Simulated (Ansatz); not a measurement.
A run of Ansatz (development build ahead of 0.2.0) on singlet C3H5(+) at this shape:

```xyz
8

C     0.0000    0.0000   -0.4533
C     0.0000    1.0946    0.1942
C     0.0000   -1.0946    0.1942
H     0.0000    0.0000   -1.4604
H     0.0000    1.9866   -0.2788
H     0.0000    1.1074    1.2039
H     0.0000   -1.9866   -0.2788
H     0.0000   -1.1074    1.2039
```

Its results:

| Item | Value |
| --- | --- |
| Converged | yes |
| Total energy | -116.19452 hartree |
| Spin squared of the determinant | 0.000 |

(1) Which input gives this output? Name the method, the orbitals and the basis set, and write the input.

## Answers

(1) RHF in def2-TZVP. An unrestricted run that stays on the closed shell gives the same numbers.

```yaml
crystal:
  periodic: [false, false, false]
  atoms:
    - { symbol: C, position_ang: [0.0, 0.0, -0.45335] }
    - { symbol: C, position_ang: [0.0, 1.09465, 0.19418] }
    - { symbol: C, position_ang: [0.0, -1.09465, 0.19418] }
    - { symbol: H, position_ang: [0.0, 0.0, -1.46038] }
    - { symbol: H, position_ang: [0.0, 1.98656, -0.27878] }
    - { symbol: H, position_ang: [0.0, 1.10742, 1.20394] }
    - { symbol: H, position_ang: [0.0, -1.98656, -0.27878] }
    - { symbol: H, position_ang: [0.0, -1.10742, 1.20394] }
basis:
  gaussian: { orbitals: def2-TZVP }
total_charge: 1
hamiltonian:
  xc: hf
```

Caution: no unrestricted run beside it, a lower state can exist.
